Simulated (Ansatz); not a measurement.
# Worked example: correlation energy of AsH$_{4}$⁻, singlet

Geometry: a PBE0/def2-TZVPD stationary point for this spin, not checked as a minimum.

```yaml
atoms:
  - { symbol: As, position_ang: [0.0320, 0.0000, 0.0000] }
  - { symbol: H, position_ang: [-0.2144, 0.0000, 1.8300] }
  - { symbol: H, position_ang: [-0.9738, -1.1394, 0.0000] }
  - { symbol: H, position_ang: [-0.9738, 1.1394, 0.0000] }
  - { symbol: H, position_ang: [-0.2144, 0.0000, -1.8300] }
```

Basis aug-cc-pVDZ; Ansatz 0.2.0. Only valence electrons are correlated (noble-gas cores and the filled d shells of p-block atoms frozen), which leaves 10 electrons in 58 orbitals. R marks a restricted (for open shells ROHF) determinant. No spin–orbit coupling is included, and no scalar relativity.

Full CI isn't at hand for all of this; RCCSDT(Q) serves as the reference, and is uncertain by about the last step of the cluster series.

Runs differ by some tens of microhartree through their thresholds, so steps under 0.03 kcal/mol mean nothing.

| level | total energy (hartree) |
| --- | --- |
| RHF | -2236.390068 |
| RMP2 | -2236.560349 |
| RCCSD | -2236.595300 |
| RCCSD(T) | -2236.601895 |
| RCCSDT | -2236.602911 |
| RCCSDT(Q) | -2236.603223 |

Task: What is the correlation energy at RCCSDT(Q), and what share of it do RMP2 and RCCSD recover?

Result: E(corr) = -2236.603223 − (-2236.390068) = -0.213155 hartree = -5.800 eV. RMP2: -0.170281 / -0.213155 = 79.89 %. RCCSD: -0.205232 / -0.213155 = 96.28 %.

Task: By how many kcal/mol does RCCSD(T) miss RCCSDT(Q) (1 hartree = 627.509 kcal/mol), and which steps make up the rest?

Result: -2236.601895 − (-2236.603223) = 0.001328 hartree = 0.83 kcal/mol. Steps: RCCSDT − RCCSD(T) = -0.64, RCCSDT(Q) − RCCSDT = -0.20 kcal/mol. Differences between like states or geometries often cancel part of this.
